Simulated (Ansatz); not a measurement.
Basis or method: atomization of HAl–NH$_{2}$

HAl–NH2, doublet; coordinates (Å): Al 0.000 -0.104 0.649; N 0.000 0.088 -1.115; H 0.000 1.256 1.499; H 0.000 0.977 -1.591; H 0.000 -0.666 -1.783. Quantity: atomization.

Ansatz 0.2.0, basis cc-pVDZ or cc-pVTZ; geometries are PBE0/def2-TZVP minima. Wave-function levels freeze the cores; HF, MP2 and coupled cluster are restricted for singlets and unrestricted otherwise, atoms included, Kohn–Sham unrestricted where that lies lower. The reference is CCSDT(Q) (coupled cluster only where its series has nearly closed). Semilocal and hybrid functionals correlate all electrons outside any core potential and usually lie nearer their basis limit than the reference, so part of their error here is the reference's basis and frozen-core error; RPA and the MP2 part of double hybrids freeze the same cores as the reference. None of these values is a measured one. Energies are electronic, without zero-point terms. No spin–orbit coupling and no scalar relativity. The species are chosen: bound, without strong static correlation by their natural occupations or amplitudes, in their lowest spin state as far as vertical gaps and like structures tell, and with a ladder that closes on the reference, so errors are smaller than for species at large; levels whose determinant breaks symmetry or spin markedly are left out.

```
    level  cc-pVDZ (kcal/mol)  cc-pVTZ (kcal/mol)
reference    292.3 (CCSDT(Q))    319.7 (CCSDT(Q))
       HF               216.9               228.8
     CCSD               288.8               315.0
  CCSD(T)               291.8               319.6
      PBE               323.7               334.0
    B3LYP               319.8               331.3
  wB97M-V               322.9               330.4
   B2PLYP               311.5               328.0
```

From cc-pVDZ to cc-pVTZ the reference moves by 27.4 kcal/mol and PBE by 10.3; the step from CCSD(T) to the reference is 0.5 in the first and 0.2 in the last.
